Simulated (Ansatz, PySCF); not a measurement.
This Ansatz (a program for electronic structure) input computes a PBE0/def2-TZVPD energy:

Ansatz 0.2 input:
```yaml
crystal:
  periodic: [false, false, false]
  atoms:
    - {symbol: C, position_ang: [0.05421122, 0.70484056, 0.00025981]}
    - {symbol: N, position_ang: [0.04393301, -0.75753911, 0.00046505]}
    - {symbol: H, position_ang: [-0.93688026, 1.17928349, -0.00704903]}
    - {symbol: H, position_ang: [-0.44952413, -1.11274988, 0.81056760]}
    - {symbol: H, position_ang: [-0.43767370, -1.11306154, -0.81660260]}
    - {symbol: H, position_ang: [0.58924350, 1.06029739, 0.88241211]}
    - {symbol: H, position_ang: [0.60203622, 1.05996094, -0.87414231]}
basis:
  gaussian:
    orbitals: def2-TZVPD
hamiltonian:
  xc: {name: PBE0}
output: {forces: true}
```

Q: Write an input for the same energy in PySCF and say what it gives.

A: 
```python
from pyscf import gto, scf, dft

mol = gto.M(
    atom='''
    C     0.05421122    0.70484056    0.00025981
    N     0.04393301   -0.75753911    0.00046505
    H    -0.93688026    1.17928349   -0.00704903
    H    -0.44952413   -1.11274988    0.81056760
    H    -0.43767370   -1.11306154   -0.81660260
    H     0.58924350    1.06029739    0.88241211
    H     0.60203622    1.05996094   -0.87414231
    ''',
    basis='def2-tzvpd',
    charge=0,
    spin=0,
    verbose=4,
)

mf = dft.RKS(mol, xc='pbe0').density_fit(auxbasis='def2-universal-jkfit')
mf.grids.level = 3
mf.conv_tol = 1e-9
mf.max_cycle = 100
mf.max_memory = 1500
mf.kernel()
if not mf.converged:
    mf = mf.newton()
    mf.kernel(mf.make_rdm1())
mf.analyze()
```
It gives -95.77890 Eh, and Ansatz -95.77884 Eh, a difference of 0.06 mEh, from the treatment of integrals and grids.
